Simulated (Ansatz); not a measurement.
Basis-set series for C4H7FO (`CC(C)(F)C=O`). Total charge 0; spin multiplicity 1. Geometry: relaxed with PBE0-D4/def2-TZVP. It is one conformer, not always the lowest.

| functional | basis | functions | energy (Eh) | HOMO (eV) | LUMO (eV) |
| --- | --- | --- | --- | --- | --- |
| PBE0-D4 | def2-TZVPP | 284 | -331.47453 | -7.67 | -1.12 |
| PBE0-D4 | def2-QZVPP | 552 | -331.49234 | -7.70 | -1.18 |
| ωB97M-V | def2-TZVPP | 284 | -331.71162 | -10.06 | 1.18 |
| ωB97M-V | def2-QZVPP | 552 | -331.72879 | -10.10 | 1.06 |

Question: Give the rows for def2-SVP. (An estimate is asked.)

Answer: Ansatz gave: 
```json
{"functional": "PBE0-D4", "basis": "def2-SVP", "functions": "119", "energy (Eh)": "-331.09204", "HOMO (eV)": "-7.53", "LUMO (eV)": "-0.92"}
{"functional": "ωB97M-V", "basis": "def2-SVP", "functions": "119", "energy (Eh)": "-331.31418", "HOMO (eV)": "-9.91", "LUMO (eV)": "1.48"}
```

Positive LUMOs are unbound and depend on the basis.
